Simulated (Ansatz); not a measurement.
Two structures of BH$_{4}$SF, singlet, reached by relaxing down either side of one saddle point (PBE0-D4/def2-TZVP). Energies are electronic, without zero-point energy. Computed with Ansatz 0.2.0 (basis: def2-TZVPP and def2-QZVPP); correlated methods freeze the cores. Extrapolation: Hartree–Fock as exp(−7.88 √X), correlation as X^−2.97. First:

```
7
angstrom
B -0.8109 -0.4576 -0.0095
F -0.5270 -0.8297 -1.2915
H -0.7138 -1.3140 0.8366
H -1.6650 0.3844 0.1329
H 1.8691 -0.0602 0.1938
S 0.8720 0.7407 0.6083
H 0.9758 1.5363 -0.4705
```

Second:

```json
{"atom": "B1", "x (Å)": "-0.8814", "y (Å)": "0.0766", "z (Å)": "0.7255"}
{"atom": "F2", "x (Å)": "1.0765", "y (Å)": "-1.3591", "z (Å)": "-1.8653"}
{"atom": "H3", "x (Å)": "-1.1009", "y (Å)": "-0.9675", "z (Å)": "1.2520"}
{"atom": "H4", "x (Å)": "-1.7256", "y (Å)": "0.7572", "z (Å)": "0.2396"}
{"atom": "H5", "x (Å)": "1.1065", "y (Å)": "-0.8302", "z (Å)": "-1.1010"}
{"atom": "S6", "x (Å)": "0.8224", "y (Å)": "0.5837", "z (Å)": "0.7131"}
{"atom": "H7", "x (Å)": "0.7025", "y (Å)": "1.7393", "z (Å)": "0.0361"}
```

Question: Which bonds change from the first to the second?

Answer: BH₂F ([BH2][F]) + H₂S → BH₃S ([BH2][SH]) + HF; bonds formed: F2–H5; dative contacts that become bonds: B1–S6; bonds broken: B1–F2, H5–S6.

Question: Give the saddle point's structure and its height above each. (Judge from chemistry; the value comes from the calculation.)

Answer: The calculation gives: 24.85 kcal/mol above the first and 14.74 kcal/mol above the second (CCSD(T) at an estimated basis limit (MP2 extrapolated from triple and quadruple zeta, plus CCSD(T) − MP2 in triple zeta)).
B1  (-0.623, -0.302, 0.182)
F2  (0.120, -0.956, -1.068)
H3  (-0.861, -1.173, 0.961)
H4  (-1.480, 0.424, -0.217)
H5  (0.984, -0.363, -0.583)
S6  (1.011, 0.629, 0.730)
H7  (0.849, 1.741, -0.007)
(Å)

T1 diagnostic: at most 0.013.

Labels in which every atom is bracketed show which atoms are joined, not bond orders.

For scale, one of the runs: CCSD(T)/def2-TZVPP, 160 basis functions, launched by `ansatz run in.yaml --threads 2 --pin off --events-out ev --progress --plain --max-ram 4352MiB`. The run took 22 s on 2 CPU threads of an Arm Neoverse V1 (shared host), with 1.2 GiB of host memory at its peak.
